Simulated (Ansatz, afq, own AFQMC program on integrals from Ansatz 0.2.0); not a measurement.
S, triplet → S, singlet

A free S atom.

E(singlet, charge +0) − E(triplet, charge +0) at this geometry, on UHF and RHF determinants.

Basis cc-pVDZ. Only valence electrons are correlated. Integrals, coupled cluster, full CI and functionals: Ansatz 0.2.0; the random walks run on the same integrals in our own AFQMC program. The CISD trial takes its coefficients from CCSD amplitudes. Released means that phaseless walkers are propagated on without the constraint, phases kept. ± is one standard error of the sampling. The errors of all members are added in quadrature.

Full CI on the same integrals is exact in this basis and with this determinant's frozen core.

Errors are counted within cc-pVDZ, not against nature.

Cautions: S (singlet): another spin lies lower, restricted determinant unstable towards unrestricted (UHF 1.75 eV lower, ⟨S²⟩ 1.02), strong correlation (T1 0.009, weight of the determinant 0.82, largest double 0.28), the released energies are still falling, so no released level is given (meV from the phaseless value at times in 1/Eh: -1 ± 10 at 0.24, -6 ± 10 at 0.51, -13 ± 9 at 0.99, -34 ± 10 at 1.62, -45 ± 16 at 2.40), though the last usable value meets full CI within the noise, the ph-AFQMC/CISD walk drifts between its halves (2.1 errors), the determinant fills the p orbitals unequally in pairs, so it mixes two states of the atom (¹D and ¹S), and each level undoes that mixture to a different degree, while full CI gives the lower state, CCSDTQ on the UHF determinant differs (1.33 eV lower), perhaps since the unrestricted series falls towards higher spin, its ph-AFQMC/CISD value lies 33 ± 8 meV above full CI.

Reference (full CI): 30.7 kcal/mol.

```csv
level,vertical spin gap (kcal/mol),error against FCI (kcal/mol)
HF,52.5,21.8
MP2,44.5,13.8
CCSD,35.8,5.0
CCSD(T),33.2,2.5
CCSDT,32.1,1.4
CCSDT(Q),30.9,0.1
CCSDTQ,30.7,0.0
ph-AFQMC/CISD,31.4 ± 0.2,0.6 ± 0.2
```

Correlation beyond CCSD(T) takes off 2.5 kcal/mol. The perturbative (T) step is worth −2.6 kcal/mol. Where a determinant mixes two states, these steps and errors hold in part the undoing of that mixture, and only full CI is sure.

CCSDT and higher add their correlation energy to the determinant of the CCSD(T) run, since their own runs factorise the integrals more tightly (a shift of under 2 meV).
